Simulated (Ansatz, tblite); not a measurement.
# The cluster Ge₂H₂: charged states by level of theory

One table from this session's results is given with a row withheld; the runs are named, their logs left out.

Program: Ansatz 0.2.0, Gaussian basis. Level of theory: as each input shows. These are calculated values, not measurements.

The runs, in order: charge +1 doublet, at the geometry of the singlet (PBE0-D4/def2-TZVP, PBE-D4/def2-TZVP, r2SCAN-D4/def2-TZVP, CCSD(T)/def2-TZVPP); charge +1 doublet, relaxed (PBE0-D4/def2-TZVP, PBE-D4/def2-TZVP); charge -1 doublet, at the geometry of the singlet (PBE0-D4/def2-TZVPD, PBE-D4/def2-TZVPD, r2SCAN-D4/def2-TZVPD, CCSD(T)/def2-TZVPD); the starting singlet's energies come from earlier runs.

1 further run of the same task is left out (set aside as unsound or not needed). Runs told in other sessions of the task aren't counted.

## The relaxed structure

The singlet was relaxed beforehand with r2SCAN-D4/def2-TZVP. At that level it is the lowest of the isomers that a small search found.

4 atoms, charge 0, spin multiplicity 1.

Atoms are counted from 1 here; the program's logs count them from 0.

Bond lengths: Ge1–Ge2 2.356 Å, Ge1–H3 1.759 Å, Ge1–H4 1.759 Å, Ge2–H3 1.759 Å, Ge2–H4 1.759 Å. Angles: Ge2–Ge1–H3 48.0°, Ge2–Ge1–H4 48.0°, H3–Ge1–H4 71.8°, Ge1–Ge2–H3 48.0°, Ge1–Ge2–H4 48.0°, H3–Ge2–H4 71.8°, Ge1–H3–Ge2 84.1°, Ge1–H4–Ge2 84.1°.

Set-up of the first run:

The input, in.yaml:

```yaml
crystal:
  periodic: [false, false, false]
  atoms:
    - {symbol: Ge, position_ang: [0.655987, 0.111114, -1.051094]}
    - {symbol: Ge, position_ang: [-0.088453, -0.675556, 1.040807]}
    - {symbol: H, position_ang: [0.366704, 0.927620, 0.479328]}
    - {symbol: H, position_ang: [-0.934238, -0.363189, -0.469031]}
basis:
  gaussian: {orbitals: def2-TZVP}
total_charge: 1
magnetization: {spin_polarized: true, initial_magnetization: 1}
hamiltonian: {xc: pbe0, dispersion: d4}
output: {orbitals: {seedname: orbitals}}
```

The run is started by

```
ansatz run in.yaml --threads 4 --pin off --events-out ev --progress --plain --max-ram 3916MiB
```

Among the steps run: Charge +1 doublet at the fixed geometry, PBE0-D4/def2-TZVP; Charge +1 doublet at the fixed geometry, PBE-D4/def2-TZVP; Charge +1 doublet at the fixed geometry, r2SCAN-D4/def2-TZVP; Charge +1 doublet at the fixed geometry, CCSD(T)/def2-TZVPP.

One of the session's tables, all rows but one given; the rest of the session is left out.

It belongs to the step «Vertical ionisation energy». 

```
             method  vertical ionisation energy (eV)
      HF/def2-TZVPP                                ?
   PBE-D4/def2-TZVP                             7.75
r2SCAN-D4/def2-TZVP                             7.80
  PBE0-D4/def2-TZVP                             7.78
     MP2/def2-TZVPP                             7.93
    CCSD/def2-TZVPP                             7.80
 CCSD(T)/def2-TZVPP                             7.88
```

Estimate the missing values for HF/def2-TZVPP.

The run gave: vertical ionisation energy (eV): 6.83. In the column «vertical ionisation energy (eV)» it is the lowest.

Caveats from the session: The anion's highest level is positive in at least one run, so there the basis alone may hold the extra electron.
